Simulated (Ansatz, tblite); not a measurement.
**The cluster SiGe₂−: one state, many levels**

One table from this session's results is given with a row withheld; the runs are named, their logs left out.

Computed with Ansatz 0.2.0, Gaussian basis. Level: as each input shows.

Levels to be run: GFN1-xTB, GFN2-xTB, PBE-D4/def2-TZVPD, r2SCAN-D4/def2-TZVPD, CAM-B3LYP-D4/def2-TZVPD, PBE-QIDH/def2-TZVPD, LC-ωPBE/def2-TZVPD, revPBE-D4/def2-TZVPD, B2PLYP/def2-TZVPD, PBE-D4/def2-SVPD, PBE0-D4/def2-SVPD, HF/6-31G, B3LYP-D4/6-31G, CCSD(T)/def2-TZVPPD, MP2/def2-TZVPD, RPA/def2-TZVPD.

**The structure**

The geometry is that of the doublet, from an earlier relaxation (PBE0-D4/def2-TZVPD). At that level it is the lowest of the isomers that a small search found.

3 atoms, charge -1, spin multiplicity 2.

Bond lengths: Si1–Ge2 2.309 Å, Si1–Ge3 2.309 Å. Angles: Ge2–Si1–Ge3 67.8°.

The ion is computed in the gas phase, without counter-ions or solvent.

PBE0-D4/def2-TZVPD was run before; its log isn't repeated, and its numbers join the tables.

The first run:

Tight binding, by tblite at 300 K electronic temperature and without a spin-polarisation term:

```python
tblite.interface.Calculator('GFN1-xTB', numbers, positions, charge=-1, uhf=1).singlepoint()
```

Tight binding, by tblite at 300 K electronic temperature and without a spin-polarisation term:

```python
tblite.interface.Calculator('GFN2-xTB', numbers, positions, charge=-1, uhf=1).singlepoint()
```

start.molden holds the orbitals of an earlier run on this state, given as this run's starting guess.

Input file in.yaml:

```yaml
crystal:
  periodic: [false, false, false]
  atoms:
    - {symbol: Si, position_ang: [1.273188, -0.098588, 0.034506]}
    - {symbol: Ge, position_ang: [-0.737237, -1.234267, 0.030675]}
    - {symbol: Ge, position_ang: [-0.535951, 1.332855, -0.065182]}
basis:
  gaussian: {orbitals: def2-TZVPD, initial_orbitals: start.molden}
total_charge: -1
magnetization: {spin_polarized: true, initial_magnetization: 1}
hamiltonian: {xc: pbe, dispersion: d4}
scf: {omitted_lower_state_checks: [starts]}
output: {orbitals: {seedname: orbitals}}
```

Command:

```console
> ansatz run in.yaml --threads 4 --pin off --events-out ev --progress --plain --max-ram 3916MiB
```

Steps of the session up to this table: PBE-D4/def2-TZVPD; r2SCAN-D4/def2-TZVPD; CAM-B3LYP-D4/def2-TZVPD; PBE-QIDH/def2-TZVPD; LC-ωPBE/def2-TZVPD; revPBE-D4/def2-TZVPD; B2PLYP/def2-TZVPD; PBE-D4/def2-SVPD; PBE0-D4/def2-SVPD; HF/6-31G; B3LYP-D4/6-31G; CCSD(T)/def2-TZVPPD; MP2/def2-TZVPD; RPA/def2-TZVPD.

One table of the session follows, with a row left open; its other results are not shown here.

| level | HOMO (eV) | LUMO (eV) | gap (eV) |
| --- | --- | --- | --- |
| HF/6-31G | -2.48 | 4.33 | 6.81 |
| PBE-D4/def2-SVPD | 0.26 | 0.90 | 0.64 |
| PBE-D4/def2-TZVPD | 0.19 | 0.83 | 0.64 |
| revPBE-D4/def2-TZVPD | 0.23 | 0.92 | 0.69 |
| r2SCAN-D4/def2-TZVPD | ? | ? | ? |
| B3LYP-D4/6-31G | -0.33 | 1.42 | 1.76 |
| PBE0-D4/def2-SVPD | -0.58 | 1.58 | 2.16 |
| PBE0-D4/def2-TZVPD | -0.64 | 1.52 | 2.16 |
| CAM-B3LYP-D4/def2-TZVPD | -1.65 | 2.49 | 4.13 |
| LC-ωPBE/def2-TZVPD | -2.87 | 3.45 | 6.32 |

**Question.** Estimate the row for r2SCAN-D4/def2-TZVPD.

The run gave: HOMO (eV): -0.01; LUMO (eV): 0.99; gap (eV): 1.00. In the column «HOMO (eV)» it lies between B3LYP-D4/6-31G (-0.33) and PBE-D4/def2-TZVPD (0.19).
